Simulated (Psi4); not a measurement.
**C4N2 (SMILES N#CC#CC#N) at OMP2/cc-pVDZ (density fitting for correlation)**

What is the vertical singlet–triplet gap of C4N2 at OMP2/cc-pVDZ (density fitting for correlation)? 

The calculation is run with Psi4 1.11.

4 further runs of the same task are left out: 3 that didn't finish, 1 set aside as unsound or not needed.

**1. The structure to begin with**

The species is C4N2 (6 atoms), meant as a singlet with charge 0. As SMILES, `N#CC#CC#N`. The coordinates come from a PBE0-D4/def2-TZVP relaxation.

Bond lengths: N1–C2 1.155 Å, C2–C3 1.363 Å, C3–C4 1.207 Å, C4–C5 1.363 Å, C5–N6 1.155 Å. Angles: N1–C2–C3 180.0°, C2–C3–C4 180.0°, C3–C4–C5 180.0°, C4–C5–N6 180.0°.

**2. A single-point energy at OMP2/cc-pVDZ (density fitting for correlation)**

File input.in:

```
memory 2200 MB

molecule system {
  0 1
  N      0.017130    -3.020460     0.788950
  C      0.010700    -1.902840     0.497280
  C      0.003160    -0.583760     0.152900
  C     -0.003500     0.583960    -0.152150
  C     -0.010740     1.902850    -0.497210
  N     -0.016750     3.020250    -0.789760
  symmetry c1
  no_reorient
  no_com
}

set puream true
set e_convergence 1e-09
set d_convergence 1e-08
set scf_type pk
set num_frozen_docc 6

e, wfn = energy('omp2/cc-pVDZ', return_wfn=True)
```

Command:

```bash
$ psi4 input.in input.out -n 1
```

input.out:

```text
[...]
  Running in c1 symmetry.
[...]
  Nuclear repulsion =  144.352590511131694
[...]
  Multiplicity = 1
[...]
  Nalpha       = 19
  Nbeta        = 19
[...]
    Number of basis functions: 84
[...]
   @RHF iter   1:  -260.19674444272891   -1.49460e+00   4.90234e-03 DIIS/ADIIS
[...]
   @RHF iter  11:  -260.28860042320144   -3.01270e-12   7.96242e-09 DIIS
[...]
    Orbital Energies [Eh]
    ---------------------
    Doubly Occupied:
       1A    -15.645043     2A    -15.645041     3A    -11.357489
       4A    -11.353914     5A    -11.344382     6A    -11.344382
       7A     -1.280831     8A     -1.277783     9A     -1.147727
      10A     -0.987754    11A     -0.881388    12A     -0.616312
      13A     -0.614228    14A     -0.597532    15A     -0.597532
      16A     -0.543267    17A     -0.543267    18A     -0.439148
      19A     -0.439148
[...]
  @RHF Final Energy:  -260.28860042320144
   => Energetics <=
    Nuclear Repulsion Energy =            144.3525905111316945
    One-Electron Energy =                -635.9700454159374203
    Two-Electron Energy =                 231.3288544816043100
    Total Energy =                       -260.2886004232014443
[...]
 Multipole Moments:
 ------------------------------------------------------------------------------------
     Multipole            Electronic (a.u.)      Nuclear  (a.u.)        Total (a.u.)
 ------------------------------------------------------------------------------------
 L = 1.  Multiply by 2.5417464519 to convert [e a0] to [Debye]
 Dipole X            :         -0.0009827            0.0007181           -0.0002646
 Dipole Y            :          0.0005369           -0.0003968            0.0001400
 Dipole Z            :          0.0019802           -0.0014173            0.0005629
 Magnitude           :                                                    0.0006376
[...]
	Warning: cc_lambda option is changed to TRUE
	For this residual convergence, default PCG convergence is:     1.00e-07
[...]
	DF-MP2 Total Energy (a.u.)         :  -261.08690528686816
[...]
	DF-MP2 Total Energy (a.u.)         :  -261.10233558432122
[...]
	DF-OMP2 Total Energy (a.u.)        :  -261.10233558432532
[...]
```

Run time: 69 s. Hardware: 1 thread of Intel Xeon at 2.50GHz (Skylake/Cascade Lake), shared host; peak memory 0.3 GiB.

**3. The triplet**

File job.in:

```
memory 2.2 GB

molecule mol {
  0 3
  N      0.017130    -3.020460     0.788950
  C      0.010700    -1.902840     0.497280
  C      0.003160    -0.583760     0.152900
  C     -0.003500     0.583960    -0.152150
  C     -0.010740     1.902850    -0.497210
  N     -0.016750     3.020250    -0.789760
  symmetry c1
  no_reorient
  no_com
}

set {
  basis cc-pVDZ
  reference uhf
  puream true
  e_convergence 1e-09
  d_convergence 1e-08
  scf_type pk
  num_frozen_docc 6
  maxiter 100
}

energy_value = energy('omp2')
print_variables()
```

Command:

```bash
$ psi4 -n 1 job.in job.out
```

job.out:

```text
[...]
  Running in c1 symmetry.
[...]
  Nuclear repulsion =  144.352590511131694
[...]
  Multiplicity = 3
[...]
  Nalpha       = 20
  Nbeta        = 18
[...]
    Number of basis functions: 84
[...]
   @UHF iter   1:  -260.03433490773688   -1.33219e+00   4.55455e-03 ADIIS/DIIS
[...]
   @UHF iter  25:  -260.15620585367901   -8.86757e-12   8.14116e-09 DIIS
[...]
   @S^2 Observed:                2.441720009E+00
[...]
    Orbital Energies [Eh]
    ---------------------
    Alpha Occupied:
       1A    -15.644036     2A    -15.644033     3A    -11.371159
       4A    -11.367734     5A    -11.326652     6A    -11.326642
       7A     -1.309270     8A     -1.307004     9A     -1.198063
      10A     -0.992358    11A     -0.881966    12A     -0.649325
      13A     -0.634837    14A     -0.632345    15A     -0.621416
      16A     -0.592033    17A     -0.568837    18A     -0.525308
      19A     -0.507964    20A     -0.294094
    Alpha Virtual:
      21A      0.001617    22A      0.180902    23A      0.211644
      24A      0.268432    25A      0.321748    26A      0.354310
[...]
  @UHF Final Energy:  -260.15620585367901
   => Energetics <=
    Nuclear Repulsion Energy =            144.3525905111316945
    One-Electron Energy =                -635.8145519907467360
    Two-Electron Energy =                 231.3057556259360865
    Total Energy =                       -260.1562058536790119
  UHF NO Occupations:
  HONO-2 :   18  A 1.9070437
  HONO-1 :   19  A 1.0000000
[...]
 Multipole Moments:
 ------------------------------------------------------------------------------------
     Multipole            Electronic (a.u.)      Nuclear  (a.u.)        Total (a.u.)
 ------------------------------------------------------------------------------------
 L = 1.  Multiply by 2.5417464519 to convert [e a0] to [Debye]
 Dipole X            :         -0.0010519            0.0007181           -0.0003338
 Dipole Y            :          0.0005815           -0.0003968            0.0001846
 Dipole Z            :          0.0020562           -0.0014173            0.0006389
 Magnitude           :                                                    0.0007441
[...]
	Warning: cc_lambda option is changed to TRUE
	For this residual convergence, default PCG convergence is:     1.00e-07
[...]
	DF-SCS-MP2 Total Energy (a.u.)     :  -260.82547482660152
	DF-SOS-MP2 Total Energy (a.u.)     :  -260.81038502894074
[...]
	DF-SCS-OMP2 Total Energy (a.u.)    :  -260.87698712506494
	DF-SOS-OMP2 Total Energy (a.u.)    :  -260.79917444639869
	DF-SCS(N)-OMP2 Total Energy (a.u.) :  -260.50488768760067
[...]
	DF-OMP2 Total Energy (a.u.)        :  -260.91508952913489
[...]
```

It took 3.6 min on 1 thread of Intel Xeon at 2.50GHz (Skylake/Cascade Lake), shared host; peak memory 0.3 GiB.

**4. What came out**

At OMP2/cc-pVDZ (density fitting for correlation), 6 core orbitals frozen:

| quantity | value |
| --- | --- |
| singlet: total energy | -261.10234 Eh |
| singlet: HOMO energy (Hartree–Fock orbitals) | -11.95 eV |
| singlet: LUMO energy (Hartree–Fock orbitals) | 0.66 eV |
| singlet: HOMO–LUMO gap (Hartree–Fock orbitals) | 12.61 eV |
| singlet: correlation energy (6 core orbitals frozen) | -813.7 mEh |
| triplet: total energy | -260.91509 Eh |
| triplet: HOMO energy (Hartree–Fock orbitals) (highest over α and β) | -8.00 eV |
| triplet: LUMO energy (Hartree–Fock orbitals) (lowest over α and β) | -2.57 eV |
| triplet: correlation energy (6 core orbitals frozen) | -758.9 mEh |
| triplet: ⟨S²⟩ of the reference determinant | 2.442 |
| vertical energy of the triplet above the singlet | 5.095 eV |

In words: At this shape the triplet lies 5.10 eV (492 kJ/mol) above the singlet. ⟨S²⟩ (triplet) is 2.44 where a pure triplet has 2.00: the reference is spin-contaminated.
